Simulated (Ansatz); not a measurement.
# BHO2+ (doublet): the correlation ladder, def2-TZVPP

An exercise on one series of results from a longer session: the logs are not shown, and one member is left open.

The runs use Ansatz 0.2.0, Gaussian basis; def2-TZVPP, core rule «outside noble gas», up to 3 orbitals frozen.

The runs, in order: UHF; ROHF; CCSD(T) on UHF.

2 further runs of the same task are left out: 2 set aside as unsound or not needed.

## The system

The geometry is a PBE0/def2-TZVP stationary point (not a proven minimum) of the parent state, kept for this charge and spin.

4 atoms, charge 1, spin multiplicity 2.

Atoms are counted from 1 here; the program's logs count them from 0.

Bond lengths: O1–B2 1.211 Å, B2–O3 1.322 Å, O3–H4 0.960 Å. Angles: O1–B2–O3 177.5°, B2–O3–H4 117.0°.

The first run:

Contents of in.yaml:

```yaml
crystal:
  periodic: [false, false, false]
  atoms:
    - {symbol: O, position_ang: [0.000000, 0.037717, 1.291429]}
    - {symbol: B, position_ang: [0.000000, 0.005237, 0.081329]}
    - {symbol: O, position_ang: [0.000000, -0.087552, -1.237247]}
    - {symbol: H, position_ang: [0.000000, 0.734879, -1.732370]}
basis:
  gaussian: {orbitals: def2-TZVPP}
total_charge: 1
magnetization: {spin_polarized: true, initial_magnetization: 1}
hamiltonian: {xc: hf}
output: {orbitals: {seedname: orbitals}}
```

The run is started by

```bash
ansatz run in.yaml --threads 1 --pin off --events-out ev --progress --plain --max-ram 4096MiB --backend cpu
```

Steps of the session up to this table: UHF; ROHF; CCSD(T) on UHF.

One table of the session follows, with a row left open; its other results are not shown here.

| method | from UCCSD(T) (kJ/mol) |
| --- | --- |
| ROHF | ? |
| UHF | +1365.9 |
| UMP2 | +96.9 |
| UCCSD | +49.7 |
| UCCSD(T) | 0 |

**Question.** Estimate the row for ROHF.

As computed: from UCCSD(T) (kJ/mol): +1378.4. In the column «from UCCSD(T) (kJ/mol)» it is the highest.
